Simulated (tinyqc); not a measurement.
Inside a calculation. Method: RHF in the sto-3g basis, for H2O, spin multiplicity 1. One step of it, computed by the program tinyqc.

Question. Iteration 7 (converged): orbitals. Diagonalise F' = X^T F X, C = X C', fill 5 alpha and 5 beta electrons from the bottom; D = 2 C_occ C_occ^T. Each column has its largest component positive (the first on a tie).

converged F (hartree), lower triangle:
```
,1O 1s,1O 2s,1O 2px,1O 2py,1O 2pz,2H 1s,3H 1s
1O 1s,-20.250902
1O 2s,-5.163648,-2.417682
1O 2px,0.000000,0.000000,-0.388410
1O 2py,0.000000,0.000000,0.000000,-0.249400
1O 2pz,-0.026343,-0.085315,0.000000,0.000000,-0.291049
2H 1s,-0.919850,-0.847211,0.000000,-0.364511,-0.337420,-0.449632
3H 1s,-0.919850,-0.847211,0.000000,0.364511,-0.337420,-0.282862,-0.449632
```

X, lower triangle:
```
,1O 1s,1O 2s,1O 2px,1O 2py,1O 2pz,2H 1s,3H 1s
1O 1s,1.023757
1O 2s,-0.138139,1.173823
1O 2px,0.000000,0.000000,1.000000
1O 2py,0.000000,0.000000,0.000000,1.079936
1O 2pz,-0.008158,0.080549,0.000000,0.000000,1.042715
2H 1s,0.019682,-0.236340,0.000000,-0.185708,-0.125788,1.144784
3H 1s,0.019682,-0.236340,0.000000,0.185708,-0.125788,-0.069372,1.144784
```

Give: F' = X^T F X; orbital energies; coefficients C; D after iteration 7.

Answer.

F' = X^T F X (hartree), lower triangle:
```
,1,2,3,4,5,6,7
1,-19.8752
2,-2.6879,-1.2966
3,0.0000,0.0000,-0.3884
4,0.0000,0.0000,0.0000,-0.0100
5,-0.0547,0.1064,0.0000,0.0000,-0.1562
6,-0.1127,-0.4275,0.0000,-0.4155,-0.3105,-0.0121
7,-0.1127,-0.4275,0.0000,0.4155,-0.3105,-0.0778,-0.0121
```

orbital energies (hartree): MO1 -20.2593, MO2 -1.2215, MO3 -0.5609, MO4 -0.4429, MO5 -0.3884, MO6 0.5058, MO7 0.6167

coefficients C:
```
,MO1,MO2,MO3,MO4,MO5,MO6,MO7
1O 1s,0.9944,-0.2376,0.0000,0.0967,0.0000,-0.1158,0.0000
1O 2s,0.0245,0.8743,0.0000,-0.4966,0.0000,0.7095,0.0000
1O 2px,0.0000,0.0000,0.0000,0.0000,1.0000,0.0000,0.0000
1O 2py,0.0000,0.0000,0.6081,0.0000,0.0000,0.0000,0.9303
1O 2pz,0.0034,0.0954,0.0000,0.7500,0.0000,0.7442,0.0000
2H 1s,-0.0049,0.1478,0.4518,0.3201,0.0000,-0.7253,-0.7533
3H 1s,-0.0049,0.1478,-0.4518,0.3201,0.0000,-0.7253,0.7533
```

D after iteration 7, lower triangle:
```
,1O 1s,1O 2s,1O 2px,1O 2py,1O 2pz,2H 1s,3H 1s
1O 1s,2.1092
1O 2s,-0.4627,2.0234
1O 2px,0.0000,0.0000,2.0000
1O 2py,0.0000,0.0000,0.0000,0.7397
1O 2pz,0.1065,-0.5779,0.0000,0.0000,1.1431
2H 1s,-0.0180,-0.0597,0.0000,0.5495,0.5083,0.6569
3H 1s,-0.0180,-0.0597,0.0000,-0.5495,0.5083,-0.1596,0.6569
```
